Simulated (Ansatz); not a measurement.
# What a trial cell of NbOs₃Au relaxes into

Computed with DFT PBE, scalar-relativistic, plane waves, PAW in Ansatz. Cutoff 420 eV, Γ-centred k mesh, Gaussian smearing, no spin polarisation in the final step.

The start puts NbOs₃Au on the cubic perovskite structure type (Pm-3m, No. 221), with Nb in place of Sr, Au in place of Ti, Os in place of O, at a guessed volume.

```
Nb Os Au
1.0
     4.12816    0.00000    0.00000
     0.00000    4.12816    0.00000
     0.00000    0.00000    4.12816
Nb Os Au
1 3 1
Direct
  0.00000 0.00000 0.00000
  0.00000 0.50000 0.50000
  0.50000 0.00000 0.50000
  0.50000 0.50000 0.00000
  0.50000 0.50000 0.50000
```

Cell and atoms relax at zero pressure; the relaxation can't lower the symmetry of the start. After a coarse first stage the cell is made exact in the group found at 0.06 Å.

The zero of energy is the elements' standard structures at the same level; no fitted shifts are applied.

Question: What does it relax into?

Answer: It keeps Pm-3m (No. 221). The result still has the cubic perovskite structure. Conventional cell: a = 4.728 Å. Around Nb lie 12 Os at 3.34 Å; Os has 2 Au at 2.36 Å; around Au lie 6 Os at 2.36 Å.

Space group Pm-3m (No. 221). a = 4.728 Å, b = 4.728 Å, c = 4.728 Å, α = 90.00°, β = 90.00°, γ = 90.00°
```tsv
atom	site	symmetry	x	y	z
Nb	1a	m-3m	0.0000	0.0000	0.0000
Os	3c	4/mm.m	0.0000	0.5000	0.5000
Au	1b	m-3m	0.5000	0.5000	0.5000
```

Question: What are its volume, energy, density and gap?

Answer: The volume per atom is 21.13 Å³ and the density is 13.52 g/cm³. The energy over the elements is 2.82 eV/atom and the gap on the 8×8×8 mesh is 0 eV (a metal).

The final run used a 8×8×8 mesh on its 5-atom cell and 0.10 eV smearing. The k mesh leaves about 4 meV/atom of noise in metals. Spin–orbit coupling is left out. A structure relaxed within its symmetry needn't be a true minimum.

Cost: 3 runs of about 1.1 core-minutes in all, on Arm Neoverse V1 (shared hosts).